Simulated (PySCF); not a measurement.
These 2 structures share the formula C5H13N. Computed with PBE0-D3(BJ)/def2-SVP geometry optimisation, gas phase in PySCF. Energies are electronic, without zero-point or thermal terms, for one conformer each. No frequencies were run at this level. Point groups hold within 0.08 Å.

Problem. Rank from lowest to highest electronic energy at this level (kJ/mol).
A. `[CH3:1][CH2:2][CH2:3][N:4]([CH3:5])[CH3:6]` with C1–C2–C3–N4 -173°, C2–C3–N4–C5 -66°
B. `CNC(C)(C)C`

Solution. B (0.0), A (28.2).

As drawn, the lower has an N–H bond, which the higher lacks.

```
    SMILES      E (Eh)  E rel (kJ/mol)  dipole (D)  point group     A, B, C (MHz)
CNC(C)(C)C  -252.62874             0.0        0.80            –  4374, 2640, 2631
  CCCN(C)C  -252.61800            28.2        0.37           C1  7301, 1808, 1556
```

Problem. How do the relative energies change in single points at BLYP/pcSseg-1 (no added dispersion term) on the same geometries?

Solution. 
```tsv
SMILES	PBE0-D3(BJ)/def2-SVP (kJ/mol)	BLYP/pcSseg-1 (kJ/mol)	shift
CNC(C)(C)C	0.0	0.0	0.0
CCCN(C)C	28.2	19.4	-8.8
```

Each column counts from its own lowest isomer. The order is unchanged; the largest shift is 8.8 kJ/mol.

Problem. As an exercise, what shares would exp(−E/RT) give at 1000 K from these electronic energies alone (no entropy, no degeneracies)?

Solution. RT = 8.314 kJ/mol: CNC(C)(C)C 96.7 %, CCCN(C)C 3.3 %.
